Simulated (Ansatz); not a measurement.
Ansatz (a quantum-chemistry and plane-wave program) input (B3LYP-D3(BJ)/def2-TZVP):

Ansatz 0.2 input:
```yaml
crystal:
  periodic: [false, false, false]
  atoms:
    - {symbol: C, position_ang: [1.32056975, 0.24404560, 0.00357452]}
    - {symbol: C, position_ang: [0.02503662, 0.39748417, -0.00625528]}
    - {symbol: H, position_ang: [1.77580417, -0.75008802, 0.02216143]}
    - {symbol: H, position_ang: [2.00843188, 1.08316633, -0.00602326]}
    - {symbol: C, position_ang: [-1.20712725, -0.39301893, -0.00053230]}
    - {symbol: H, position_ang: [-0.98200093, -1.46922903, 0.01806834]}
    - {symbol: H, position_ang: [-1.82155905, -0.16328037, 0.87335447]}
    - {symbol: H, position_ang: [-1.81155081, -0.19163398, -0.88828261]}
basis:
  gaussian:
    orbitals: def2-TZVP
hamiltonian:
  xc: b3lyp
  dispersion: d3bj
magnetization: {spin_polarized: true, initial_magnetization: 1}
phonons: {temperatures: {t_min: 298.15, t_max: 298.15, t_step: 100}}
```

Output:

```
Functional definition: B3LYP
integrals: 0.03 GiB planned
760 factors; their error is unknown
mean field: 0.45 GiB planned
mean field evaluation 1: about -3183.4465 eV, gradient 4.1e1 eV
mean field evaluation 2: about -3181.4766 eV, gradient 4.3e1 eV
mean field evaluation 4: about -3191.2850 eV, gradient 2.0e0 eV
mean field evaluation 8: about -3191.3044 eV, gradient 8.9e-2 eV
mean field evaluation 16: about -3191.2939 eV, gradient 1.3e-4 eV
mean field -3191.29391137 eV, -117.2778881063 hartree, gradient 3.1e-5 eV, S^2 0.758493; 0 other end points of the search recorded, 0 dependent functions left out
the calculation of the forces begins
reference -3191.29415390 eV, -117.2778970189 hartree; 12, 11 occupied and 111, 112 virtual orbitals, 760 factors
these checks for a lower state are left out or cut short: stability, starts, cluster_reference, orbital_swaps, neighbouring_geometries, increment
integrals: 0.03 GiB planned
760 factors; their error is unknown
mean field: 0.45 GiB planned
mean field -3191.29375631 eV, -117.2778824077 hartree, gradient 2.8e-6 eV, S^2 0.758486; 0 other end points of the search recorded, 0 dependent functions left out
the calculation of the forces begins
reference -3191.29399886 eV, -117.2778913215 hartree; 12, 11 occupied and 111, 112 virtual orbitals, 760 factors
these checks for a lower state are left out or cut short: stability, starts, cluster_reference, orbital_swaps, neighbouring_geometries, increment
integrals: 0.03 GiB planned
760 factors; their error is unknown
mean field: 0.45 GiB planned
mean field evaluation 32: about -3191.2937 eV, gradient 3.5e-3 eV
mean field -3191.29373473 eV, -117.2778816148 hartree, gradient 2.7e-6 eV, S^2 0.758501; 0 other end points of the search recorded, 0 dependent functions left out
the calculation of the forces begins
reference -3191.29397722 eV, -117.2778905262 hartree; 12, 11 occupied and 111, 112 virtual orbitals, 760 factors
these checks for a lower state are left out or cut short: stability, starts, cluster_reference, orbital_swaps, neighbouring_geometries, increment
integrals: 0.03 GiB planned
760 factors; their error is unknown
mean field: 0.45 GiB planned
mean field -3191.29379959 eV, -117.2778839983 hartree, gradient 3.0e-6 eV, S^2 0.758548; 0 other end points of the search recorded, 0 dependent functions left out
the calculation of the forces begins
reference -3191.29404204 eV, -117.2778929082 hartree; 12, 11 occupied and 111, 112 virtual orbitals, 760 factors
these checks for a lower state are left out or cut short: stability, starts, cluster_reference, orbital_swaps, neighbouring_geometries, increment
integrals: 0.03 GiB planned
760 factors; their error is unknown
mean field: 0.45 GiB planned
mean field -3191.29374227 eV, -117.2778818917 hartree, gradient 2.3e-6 eV, S^2 0.758440; 0 other end points of the search recorded, 0 dependent functions left out
the calculation of the forces begins
reference -3191.29398486 eV, -117.2778908070 hartree; 12, 11 occupied and 111, 112 virtual orbitals, 760 factors
these checks for a lower state are left out or cut short: stability, starts, cluster_reference, orbital_swaps, neighbouring_geometries, increment
integrals: 0.03 GiB planned
760 factors; their error is unknown
mean field: 0.45 GiB planned
mean field -3191.29385355 eV, -117.2778859813 hartree, gradient 2.9e-6 eV, S^2 0.758511; 0 other end points of the search recorded, 0 dependent functions left out
the calculation of the forces begins
reference -3191.29409606 eV, -117.2778948934 hartree; 12, 11 occupied and 111, 112 virtual orbitals, 760 factors
these checks for a lower state are left out or cut short: stability, starts, cluster_reference, orbital_swaps, neighbouring_geometries, increment
integrals: 0.03 GiB planned
[...]
reference -3191.29411481 eV, -117.2778955823 hartree; 12, 11 occupied and 111, 112 virtual orbitals, 760 factors
these checks for a lower state are left out or cut short: stability, starts, cluster_reference, orbital_swaps, neighbouring_geometries, increment
integrals: 0.03 GiB planned
760 factors; their error is unknown
mean field: 0.45 GiB planned
mean field -3191.29375986 eV, -117.2778825381 hartree, gradient 2.7e-6 eV, S^2 0.758497; 0 other end points of the search recorded, 0 dependent functions left out
the calculation of the forces begins
reference -3191.29400240 eV, -117.2778914513 hartree; 12, 11 occupied and 111, 112 virtual orbitals, 760 factors
these checks for a lower state are left out or cut short: stability, starts, cluster_reference, orbital_swaps, neighbouring_geometries, increment
integrals: 0.03 GiB planned
760 factors; their error is unknown
mean field: 0.45 GiB planned
mean field -3191.29377139 eV, -117.2778829621 hartree, gradient 2.9e-6 eV, S^2 0.758490; 0 other end points of the search recorded, 0 dependent functions left out
the calculation of the forces begins
reference -3191.29401390 eV, -117.2778918740 hartree; 12, 11 occupied and 111, 112 virtual orbitals, 760 factors
these checks for a lower state are left out or cut short: stability, starts, cluster_reference, orbital_swaps, neighbouring_geometries, increment
integrals: 0.03 GiB planned
760 factors; their error is unknown
mean field: 0.45 GiB planned
mean field evaluation 160: about -3191.2937 eV, gradient 3.5e-3 eV
mean field -3191.29373221 eV, -117.2778815222 hartree, gradient 2.8e-6 eV, S^2 0.758492; 0 other end points of the search recorded, 0 dependent functions left out
the calculation of the forces begins
reference -3191.29397480 eV, -117.2778904373 hartree; 12, 11 occupied and 111, 112 virtual orbitals, 760 factors
these checks for a lower state are left out or cut short: stability, starts, cluster_reference, orbital_swaps, neighbouring_geometries, increment
integrals: 0.03 GiB planned
760 factors; their error is unknown
mean field: 0.45 GiB planned
mean field -3191.29377502 eV, -117.2778830954 hartree, gradient 2.7e-6 eV, S^2 0.758495; 0 other end points of the search recorded, 0 dependent functions left out
the calculation of the forces begins
reference -3191.29401748 eV, -117.2778920055 hartree; 12, 11 occupied and 111, 112 virtual orbitals, 760 factors
these checks for a lower state are left out or cut short: stability, starts, cluster_reference, orbital_swaps, neighbouring_geometries, increment
integrals: 0.03 GiB planned
760 factors; their error is unknown
mean field: 0.45 GiB planned
mean field -3191.29380868 eV, -117.2778843324 hartree, gradient 2.7e-6 eV, S^2 0.758489; 0 other end points of the search recorded, 0 dependent functions left out
the calculation of the forces begins
reference -3191.29405117 eV, -117.2778932438 hartree; 12, 11 occupied and 111, 112 virtual orbitals, 760 factors
these checks for a lower state are left out or cut short: stability, starts, cluster_reference, orbital_swaps, neighbouring_geometries, increment
integrals: 0.03 GiB planned
760 factors; their error is unknown
mean field: 0.45 GiB planned
mean field -3191.29383010 eV, -117.2778851196 hartree, gradient 2.8e-6 eV, S^2 0.758498; 0 other end points of the search recorded, 0 dependent functions left out
the calculation of the forces begins
reference -3191.29407266 eV, -117.2778940334 hartree; 12, 11 occupied and 111, 112 virtual orbitals, 760 factors
these checks for a lower state are left out or cut short: stability, starts, cluster_reference, orbital_swaps, neighbouring_geometries, increment
integrals: 0.03 GiB planned
760 factors; their error is unknown
mean field: 0.45 GiB planned
mean field evaluation 192: about -3191.2939 eV, gradient 2.9e-6 eV
mean field -3191.29388481 eV, -117.2778871301 hartree, gradient 2.9e-6 eV, S^2 0.758492; 0 other end points of the search recorded, 0 dependent functions left out
the calculation of the forces begins
reference -3191.29412733 eV, -117.2778960425 hartree; 12, 11 occupied and 111, 112 virtual orbitals, 760 factors
these checks for a lower state are left out or cut short: stability, starts, cluster_reference, orbital_swaps, neighbouring_geometries, increment
integrals: 0.03 GiB planned
760 factors; their error is unknown
mean field: 0.45 GiB planned
mean field -3191.29390703 eV, -117.2778879466 hartree, gradient 2.8e-6 eV, S^2 0.758495; 0 other end points of the search recorded, 0 dependent functions left out
the calculation of the forces begins
reference -3191.29414956 eV, -117.2778968594 hartree; 12, 11 occupied and 111, 112 virtual orbitals, 760 factors
these checks for a lower state are left out or cut short: stability, starts, cluster_reference, orbital_swaps, neighbouring_geometries, increment
integrals: 0.03 GiB planned
760 factors; their error is unknown
mean field: 0.45 GiB planned
mean field -3191.29385142 eV, -117.2778859030 hartree, gradient 2.7e-6 eV, S^2 0.758493; 0 other end points of the search recorded, 0 dependent functions left out
the calculation of the forces begins
reference -3191.29409389 eV, -117.2778948136 hartree; 12, 11 occupied and 111, 112 virtual orbitals, 760 factors
these checks for a lower state are left out or cut short: stability, starts, cluster_reference, orbital_swaps, neighbouring_geometries, increment
integrals: 0.03 GiB planned
760 factors; their error is unknown
mean field: 0.45 GiB planned
mean field -3191.29388780 eV, -117.2778872399 hartree, gradient 2.9e-6 eV, S^2 0.758494; 0 other end points of the search recorded, 0 dependent functions left out
the calculation of the forces begins
reference -3191.29413038 eV, -117.2778961545 hartree; 12, 11 occupied and 111, 112 virtual orbitals, 760 factors
these checks for a lower state are left out or cut short: stability, starts, cluster_reference, orbital_swaps, neighbouring_geometries, increment
integrals: 0.03 GiB planned
760 factors; their error is unknown
mean field: 0.45 GiB planned
mean field -3191.29389088 eV, -117.2778873530 hartree, gradient 2.8e-6 eV, S^2 0.758492; 0 other end points of the search recorded, 0 dependent functions left out
the calculation of the forces begins
reference -3191.29413341 eV, -117.2778962659 hartree; 12, 11 occupied and 111, 112 virtual orbitals, 760 factors
these checks for a lower state are left out or cut short: stability, starts, cluster_reference, orbital_swaps, neighbouring_geometries, increment
integrals: 0.03 GiB planned
760 factors; their error is unknown
mean field: 0.45 GiB planned
mean field evaluation 224: about -3191.2939 eV, gradient 2.0e-4 eV
mean field -3191.29389557 eV, -117.2778875256 hartree, gradient 2.8e-6 eV, S^2 0.758495; 0 other end points of the search recorded, 0 dependent functions left out
the calculation of the forces begins
reference -3191.29413809 eV, -117.2778964379 hartree; 12, 11 occupied and 111, 112 virtual orbitals, 760 factors
these checks for a lower state are left out or cut short: stability, starts, cluster_reference, orbital_swaps, neighbouring_geometries, increment
integrals: 0.03 GiB planned
760 factors; their error is unknown
mean field: 0.45 GiB planned
mean field -3191.29384759 eV, -117.2778857622 hartree, gradient 2.8e-6 eV, S^2 0.758494; 0 other end points of the search recorded, 0 dependent functions left out
the calculation of the forces begins
reference -3191.29409017 eV, -117.2778946770 hartree; 12, 11 occupied and 111, 112 virtual orbitals, 760 factors
these checks for a lower state are left out or cut short: stability, starts, cluster_reference, orbital_swaps, neighbouring_geometries, increment
integrals: 0.03 GiB planned
760 factors; their error is unknown
mean field: 0.45 GiB planned
mean field -3191.29383558 eV, -117.2778853210 hartree, gradient 2.7e-6 eV, S^2 0.758493; 0 other end points of the search recorded, 0 dependent functions left out
the calculation of the forces begins
reference -3191.29407805 eV, -117.2778942314 hartree; 12, 11 occupied and 111, 112 virtual orbitals, 760 factors
Total energy: -3191.47780257 eV, -117.2846459830 hartree
Atom 0 at     1.320570     0.244046     0.003575 Å, force    -0.001432    -0.000498    -0.000000 eV/Å
Atom 1 at     0.025037     0.397484    -0.006255 Å, force     0.001524    -0.000262     0.000013 eV/Å
Atom 2 at     1.775804    -0.750088     0.022161 Å, force     0.000044     0.000065    -0.000001 eV/Å
Atom 3 at     2.008432     1.083166    -0.006023 Å, force     0.000212     0.000368    -0.000005 eV/Å
Atom 4 at    -1.207127    -0.393019    -0.000532 Å, force    -0.000722    -0.000128    -0.000002 eV/Å
Atom 5 at    -0.982001    -1.469229     0.018068 Å, force     0.000456     0.000676    -0.000008 eV/Å
Atom 6 at    -1.821559    -0.163280     0.873354 Å, force    -0.000041    -0.000110     0.000056 eV/Å
Atom 7 at    -1.811551    -0.191634    -0.888283 Å, force    -0.000040    -0.000111    -0.000053 eV/Å
Dipole moment:    -0.105499    -0.162597     0.002018 e Å
Vibrations: 184.76 315.48 479.85 888.55 901.26 939.26 1052.77 1104.12 1393.06 1421.38 1453.74 1471.19 1748.24 2965.08 3030.99 3053.49 3078.02 3152.57 cm⁻¹, zero-point energy 1.775070 eV
```

It need not be the lowest isomer of its formula.
